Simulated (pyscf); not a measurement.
H₃C–SnH₂–SH + hydrogen (H₂) → H₃C–SnH₃ + H₂S (four-centre exchange; singlet surface; S–Sn, H–H broken, H–Sn, H–S formed). PySCF, gas phase, ωB97X-D3(BJ)/def2-SVP geometries. Energies in kcal/mol from the separated reactants.

| level | barrier | reaction energy |
|---|---|---|
| ωB97X-D3(BJ)/def2-TZVP | 51.0 | +14.1 |
| PBE/def2-TZVP | ___ | ___ |
| r²SCAN/def2-TZVP | ___ | +11.4 |
| PBE0-D3(BJ)/def2-TZVP | 44.8 | +10.8 |
| M06-2X/def2-TZVP | 49.1 | +13.7 |
| HF/def2-TZVP | 63.5 | +6.6 |

Problem. Fill in the missing entries.

Solution. 
- PBE/def2-TZVP, barrier: 41.8
- PBE/def2-TZVP, reaction energy: +10.3
- r²SCAN/def2-TZVP, barrier: 44.5

The functionals in the table span 9.2 kcal/mol in this barrier, from PBE to ωB97X-D3(BJ). This is the saddle that the search found; another between the same sides may lie lower. Elements past Kr carry the def2 core potentials, without spin-orbit coupling.
